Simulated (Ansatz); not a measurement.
# BCCD(T)/def2-TZVP run of AlH3S (SMILES [AlH2][SH])

Aim: the vertical singlet–triplet gap of AlH3S at BCCD(T)/def2-TZVP, from 2 runs. 

Program for the calculation: Ansatz 0.2.0.

48 further runs of the same task are left out: 48 set aside as unsound or not needed.

## (1) The structure to begin with

AlH3S: 5 atoms, total charge 0, spin state singlet. As SMILES, `[AlH2][SH]`. Geometry: relaxed at PBE0-D4/def2-TZVP.

Bond lengths: Al1–S2 2.181 Å, Al1–H3 1.579 Å, Al1–H4 1.581 Å, S2–H5 1.344 Å. Angles: Al1–S2–H5 93.7°, S2–Al1–H3 116.5°, S2–Al1–H4 118.9°, H3–Al1–H4 124.6°.

## (2) The energy at BCCD(T)/def2-TZVP

File run.yaml:

```yaml
crystal:
  periodic: [false, false, false]
  atoms:
    - {symbol: Al, position_ang: [-0.616100, -0.064200, -0.181700]}
    - {symbol: S, position_ang: [1.129100, -0.343100, 1.096600]}
    - {symbol: H, position_ang: [-1.981700, -0.650100, 0.351100]}
    - {symbol: H, position_ang: [-0.441100, 0.696000, -1.556400]}
    - {symbol: H, position_ang: [1.959700, 0.287800, 0.249000]}
basis:
  gaussian:
    orbitals: def2-TZVP
correlation:
  method: bccd_t
  frozen_orbitals: {Al: 5, H: 0, S: 5}
accuracy: high
scf:
  omitted_lower_state_checks: [cluster_reference, increment]
```

Launch:

```bash
$ ansatz run run.yaml --threads 1 --pin off --max-ram 3480MiB --events-out events.jsonl --progress --plain --runs-dir runs
```

The program printed, shortened:

```text
Warning: RAYON_NUM_THREADS=1 ignored (pool sized by the plan → 1); use --threads N
Functional definition: HF
  name "HF"
[...]
1572 factors; integrals over basis functions are off by at most 3.5e-9 eV
[...]
mean field -17449.24894879 eV, -641.2480713425 hartree, gradient 1.5e-8 eV, S^2 0.000000; 0 other end points of the search recorded, 0 dependent functions left out
10 core orbitals not correlated: weight in the atoms' cores, before any rotation towards them, 1.000 or more for the frozen orbitals, at most 0.000 for the correlated occupied ones
reference -17449.24894879 eV, -641.2480713425 hartree; 6, 6 occupied and 76, 76 virtual orbitals, 1572 factors
second order -6.80942520 eV of doubles, -0.00000000 eV of singles
cycle   1  -7.53469876 eV  change   -7.3e-1 eV  update   6.6e-2
[...]
cycle  22  -7.80795944 eV  change  -6.7e-11 eV  update  9.2e-10
perturbative correction -0.30055732 eV, -0.0110452777 hartree
Total energy: -17457.35746555 eV, -641.5460538372 hartree
Checks for a lower state left out: cluster_reference, increment
```

Run time: 13 s. Hardware: 1 thread of Arm Neoverse V1, shared host; peak memory 0.6 GiB.

## (3) The triplet, same level

Changes to run.yaml since step 2:

```diff
@@ -11,2 +11,5 @@
     orbitals: def2-TZVP
+magnetization:
+  spin_polarized: true
+  initial_magnetization: 2
 correlation:
```

Launch:

```bash
$ ansatz run run.yaml --threads 1 --pin off --max-ram 3480MiB --events-out events.jsonl --progress --plain --runs-dir runs
```

The program printed:

```text
Warning: RAYON_NUM_THREADS=1 ignored (pool sized by the plan → 1); use --threads N
[... 14 lines left out ...]
10 core orbitals not correlated: weight in the atoms' cores, before any rotation towards them, 1.000 or more for the frozen orbitals, at most 0.000 for the correlated occupied ones
[... 38 lines left out ...]
Total energy: -17452.23081199 eV, -641.3576527938 hartree
Checks for a lower state left out: cluster_reference, increment
```

Run time: 53 s. Hardware: 1 thread of Arm Neoverse V1, shared host; peak memory 1.2 GiB.

## (4) Outcome

At BCCD(T)/def2-TZVP, 10 core orbitals frozen:

| quantity | value |
| --- | --- |
| singlet: total energy | -641.54605 Eh |
| singlet: correlation energy (10 core orbitals frozen) | -298.0 mEh |
| singlet: (T) correction | -11.05 mEh |
| triplet: total energy | -641.35765 Eh |
| triplet: correlation energy (10 core orbitals frozen) | -276.9 mEh |
| triplet: (T) correction | -9.71 mEh |
| triplet: ⟨S²⟩ of the reference determinant | 2.037 |
| vertical energy of the triplet above the singlet | 5.127 eV |

What this shows: At this shape the triplet lies 5.13 eV (495 kJ/mol) above the singlet. The triples (singlet) make up 3.7 % of the correlation energy. The triples (triplet) make up 3.5 % of the correlation energy.
